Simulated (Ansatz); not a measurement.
Basis-set series for C4H6O (`C#COCC`). Total charge 0; spin multiplicity 1. Geometry: relaxed with PBE0-D4/def2-TZVP. It is one conformer, not always the lowest.

```
functional       basis  functions  energy (Eh)  HOMO (eV)  LUMO (eV)
   PBE0-D4    def2-SVP        100   -230.72337      -6.86       1.78
   PBE0-D4  def2-QZVPP        465   -230.99678      -6.97       0.68
   ωB97M-V    def2-SVP        100   -230.88421      -9.11       3.46
   ωB97M-V  def2-QZVPP        465   -231.16833      -9.24       1.82
```

**Question.** Give the rows for def2-TZVPP. (Estimate.)

**Answer.** The calculation gave: 
```
functional       basis  functions  energy (Eh)  HOMO (eV)  LUMO (eV)
   PBE0-D4  def2-TZVPP        239   -230.98399      -6.95       1.13
   ωB97M-V  def2-TZVPP        239   -231.15627      -9.22       2.55
```

Positive LUMOs are unbound and depend on the basis.

All numbers were calculated with Ansatz.
